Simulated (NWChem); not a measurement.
Program: NWChem. System: H2Si, charge 1, spin multiplicity 2, at the geometry of a parent with another charge or spin, in a state set for the comparison that need not be this species' ground state. Its SCF solution wasn't tested for a lower state. Level: UB2PLYP/def2-TZVPD, 5 core orbitals frozen.

The NWChem input:

```
start mol
memory heap 200 mb stack 900 mb global 1100 mb
charge 1
geometry units angstroms nocenter noautoz
  Si     0.000000     0.000000     0.134141
  H      1.096144     0.000000    -0.938989
  H     -1.096144     0.000000    -0.938989
  symmetry group C2v
end
basis spherical
  * library def2-tzvpd
end
dft
  xc hfexch 0.53 becke88 0.47 lyp 0.73 mp2 0.27
  dftmp2
  odft
  mult 2
  semidirect memsize 60000000 filesize 0
  iterations 100
end
mp2
  freeze core 5
end
task dft energy
```

Output (cleaned and shortened):

```
             Northwest Computational Chemistry Package (NWChem) 7.3.0
             --------------------------------------------------------

                                NWChem Input Module
                                -------------------

 Scaling coordinates for geometry "geometry" by  1.889725989
 (inverse scale =  0.529177249)

 Turning off AUTOSYM since
 SYMMETRY directive was detected!

                             Geometry "geometry" -> ""
                             -------------------------

 Output coordinates in angstroms (scale by  1.889725989 to convert to a.u.)

  No.       Tag          Charge          X              Y              Z
 ---- ---------------- ---------- -------------- -------------- --------------
    1 Si                  14.0000     0.00000000     0.00000000     0.13414100
    2 H                    1.0000     1.09614400     0.00000000    -0.93898900
    3 H                    1.0000    -1.09614400     0.00000000    -0.93898900

 Effective nuclear repulsion energy (a.u.)       9.9004519279

            Nuclear Dipole moment (a.u.)
            ----------------------------
        X                 Y               Z
 ---------------- ---------------- ----------------
     0.0000000000     0.0000000000    -0.0000075589

      Symmetry information
      --------------------

 Group name             C2v
 Group number             16
 Group order               4
 No. of unique centers     2

      Symmetry unique atoms

     1    2


 Summary of "ao basis" -> "" (spherical)
 ------------------------------------------------------------------------------
       Tag                 Description            Shells   Functions and Types
 ---------------- ------------------------------  ------  ---------------------
 *                         def2-tzvpd                 on all atoms

  dft_input: which_mp2 not specified, using semidirect MP2 by default.

                                 NWChem DFT Module
                                 -----------------

 Summary of "ao basis" -> "ao basis" (spherical)
 ------------------------------------------------------------------------------
       Tag                 Description            Shells   Functions and Types
 ---------------- ------------------------------  ------  ---------------------
 Si                        def2-tzvpd               15       43   6s5p3d1f
 H                         def2-tzvpd                5        9   3s2p

 Summary of "ao basis" -> "ao basis" (spherical)
 ------------------------------------------------------------------------------
       Tag                 Description            Shells   Functions and Types
 ---------------- ------------------------------  ------  ---------------------
 Si                        def2-tzvpd               15       43   6s5p3d1f
 H                         def2-tzvpd                5        9   3s2p

      Symmetry analysis of basis
      --------------------------

        a1         26
        a2          6
        b1         17
        b2         12

            General Information
            -------------------
          SCF calculation type: DFT
          Wavefunction type:  spin polarized.
          No. of atoms     :     3
          No. of electrons :    15
           Alpha electrons :     8
            Beta electrons :     7
          Charge           :     1
          Spin multiplicity:     2
          Use of symmetry is: on ; symmetry adaption is: on
          Maximum number of iterations: 100
          AO basis - number of functions:    61
[...]
    beta      1      2      3      5      4      6      7      8      9     10
 overlap   1.000  1.000  1.000  1.000  1.000  0.993  0.999  0.986  0.996  0.994

   alpha     11     12     13     14     15     16     17     18     19     20
    beta     11     12     14     15     13     17     16     18     19     20
 overlap   0.981  0.906  0.906  0.992  1.000  0.985  1.000  0.996  0.990  0.991

   alpha     21     22     23     24     25     26     27     28     29     30
    beta     21     22     23     24     25     26     28     27     29     30
 overlap   0.984  1.000  0.983  0.992  0.978  1.000  0.987  0.992  0.966  0.979

   alpha     31     32     33     34     35     36     37     38     39     40
    beta     31     32     33     34     35     37     36     38     39     40
 overlap   0.998  0.997  0.999  0.999  0.921  0.995  0.981  0.935  0.979  0.981

   alpha     41     42     43     44     45     46     47     48     49     50
    beta     41     42     43     44     45     47     46     48     49     50
 overlap   0.981  0.980  0.985  0.976  0.998  0.998  0.998  0.999  0.999  1.000

   alpha     51     52     53     54     55     56     57     58     59     60
    beta     51     52     53     54     55     56     57     58     60     59
 overlap   1.000  1.000  1.000  1.000  1.000  1.000  1.000  1.000  1.000  1.000

   alpha     61
    beta     61
 overlap   1.000

     --------------------------
     Expectation value of S2:
     --------------------------
      <S2> =      0.7570 (Exact =     0.7500)

 center of mass
 --------------
 x =   0.00000000 y =   0.00000000 z =   0.11720335

 moments of inertia (a.u.)
 ------------------
           7.732210999685           0.000000000000           0.000000000000
           0.000000000000          16.380854911790           0.000000000000
           0.000000000000           0.000000000000           8.648643912105

     Multipole analysis of the density
     ---------------------------------

     L   x y z        total         alpha         beta         nuclear
     -   - - -        -----         -----         ----         -------
     0   0 0 0      1.000000     -8.000000     -7.000000     16.000000

     1   1 0 0     -0.000000     -0.000000      0.000000      0.000000
     1   0 1 0      0.000000     -0.000000      0.000000      0.000000
     1   0 0 1      0.232569     -0.196876      0.429453     -0.000008

     2   2 0 0     -8.197678     -9.286348     -7.492824      8.581494
     2   1 1 0      0.000000      0.000000      0.000000      0.000000
     2   1 0 1     -0.000000     -0.000000     -0.000000      0.000000
     2   0 2 0     -6.629541     -3.913190     -2.716350      0.000000
     2   0 1 1     -0.000000      0.000000     -0.000000      0.000000
     2   0 0 2     -7.455023     -9.562247     -5.089591      7.196816

                   NWChem MP2 Semi-direct Energy/Gradient Module
                   ---------------------------------------------

  Basis functions       =     61
  Molecular orbitals    =     61
  Frozen core           =      5
  Frozen virtuals       =      0
  Active alpha occupied =      3
  Active beta occupied  =      2
  Active alpha virtual  =     53
  Active beta virtual   =     54
  Use MO symmetry       = T
  Use skeleton AO sym   = T

  AO/Fock/Back tols     =   1.0D-09  1.0D-09  1.0D-09

 GA uses MA = F    GA memory limited = T

 Available:
  local mem=  4.43D+07
 global mem=  1.44D+08
 local disk=  0.00D+00
  mp2_memr nvloc                    53
  nvloc new                    53
   1 passes of   3:        4194304                      15537                   1028711.
   1 passes of   3: M     44322757           G      144171758           F      40128453.

 Semi-direct pass number   1 of   1  for UHF alpha       at        0.7s
  vrange nnbf                  1891
  mp2_eaftype                    10  avail_ma_in_mb                   386
 EAF : mp2_eaftype filesize          10     514355.
  mp2_eaf for mointskh                     10
Node 0 wrote      2.4 Mb in      0.0 s     Agg I/O rate:  1341.6 Mb/s
 Done moints_semi at        1.2s
  mp2_eaftype                    10  avail_ma_in_mb                   386
 EAF : mp2_eaftype filesize          10     514355.
  mp2_eaf for kh                    10
 Done maket at        1.2s
 Done multipass loop at        1.2s

 GA uses MA = F    GA memory limited = T

 Available:
  local mem=  4.43D+07
 global mem=  1.44D+08
 local disk=  0.00D+00
  mp2_memr nvloc                    54
  nvloc new                    54
   1 passes of   2:        4194304                      12988                    700811.
   1 passes of   2: M     44322757           G      144171758           F      40128453.

 Semi-direct pass number   1 of   1  for UHF beta        at        1.2s
  vrange nnbf                  1891
  mp2_eaftype                    10  avail_ma_in_mb                   386
 EAF : mp2_eaftype filesize          10     350406.
  mp2_eaf for mointskh                     10
Node 0 wrote      1.6 Mb in      0.0 s     Agg I/O rate:  1221.9 Mb/s
 Done moints_semi at        1.7s
  mp2_eaftype                    10  avail_ma_in_mb                   386
 EAF : mp2_eaftype filesize          10     350406.
  mp2_eaf for kh                    10
 Done maket at        1.7s
 Done multipass loop at        1.7s

          -------------------------------------------
          DFT energy                    -290.120206608256
          Unscaled MP2 energy             -0.092581499756
          Total DFT+MP2 energy          -290.145203613190
          -------------------------------------------

 -----------------------
 Performance information
 -----------------------

 Timer overhead =  1.61D-07 seconds/call

               Nr. of calls         CPU time (s)                 Wall time (s)                GFlops
             ---------------    -------------------     ------------------------------   -------------------
Name         Min   Avg   Max    Min     Avg     Max     Min     Avg     Max   Mx/calls   Min     Max     Sum
mp2: moin     2     2     2   0.94    0.94    0.94     0.94    0.94    0.94    0.47      0.0     0.0     0.0
mp2: make     2     2     2   1.39E-2 1.39E-2 1.39E-2  1.39E-2 1.39E-2 1.39E-2 6.97E-3   0.0     0.0     0.0
mp2: tota     1     1     1    1.0     1.0     1.0      1.0     1.0     1.0     1.0      0.0     0.0     0.0

 The average no. of pstat calls per process was 5.00D+00
 with a timing overhead of 8.06D-07s

 Task  times  cpu:        1.7s     wall:        1.7s

 Total times  cpu:        1.7s     wall:        1.7s
```
